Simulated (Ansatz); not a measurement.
`C=CCC(F)Cl` + H₂ → `CC(F)Cl` + `C=C` at 298.15 K and 1 bar (hydrogenolysis of a C–C bond).

Gas-phase electronic energies from Ansatz, PBE0-D4/def2-TZVP geometries. CCSD(T)/CBS adds triple-zeta CCSD(T) − MP2 to the extrapolated MP2 energy (def2 sets, frozen cores). This one scheme is used for every species. One conformer a species, not always the lowest.

```tsv
species	CCSD(T)/CBS energy (Eh)	H − E (kJ/mol)	S (J/(mol·K))
`C=CCC(F)Cl`	-715.36716	263.0	345.5
H₂	-1.17544	35.1	130.4
`CC(F)Cl`	-638.08166	169.4	292.4
`C=C`	-78.48111	144.6	218.9
```

H − E and S are ideal-gas, rigid-rotor, harmonic terms from PBE0-D4/def2-TZVP, for one conformer and one mirror image of each species. The MP2-based limit puts H₂ 0.8 mEh under its directly extrapolated value; such offsets cancel only in part. 1 Eh = 2625.50 kJ/mol, R = 8.31446 J/(mol·K).

Problem. By hand: ΔE, ΔH, ΔS and ΔG.

Solution. ΔE = (-638.08166) + (-78.48111) − (-715.36716) − (-1.17544) = -0.02017 Eh = -53.0 kJ/mol. Δ(H − E) = 169.4 + 144.6 − 263.0 − 35.1 = 15.9, so ΔH = -37.1 kJ/mol. ΔS = 292.4 + 218.9 − 345.5 − 130.4 = 35.4 J/(mol·K). ΔG = -37.1 − 298.15 × (35.4)/1000 = -47.7 kJ/mol.

Problem. By hand: the equilibrium constant, and the temperature at which ΔG would vanish if ΔH and ΔS stayed fixed.

Solution. log₁₀ K = −ΔG/(RT ln 10) = 8.4. ΔH and −TΔS have one sign here, so there is no such temperature.

ΔH outweighs TΔS. A doubt of 5 kJ/mol in ΔE shifts log₁₀ K by 0.9 here. Other conformers and mirror images would add mixing entropy, several J/(mol·K) or more a flexible species. These are equilibria of isolated gas molecules and say nothing of rates. Largest T1 diagnostic: 0.011 (customary marks: 0.02 for closed shells, 0.045 for open ones).
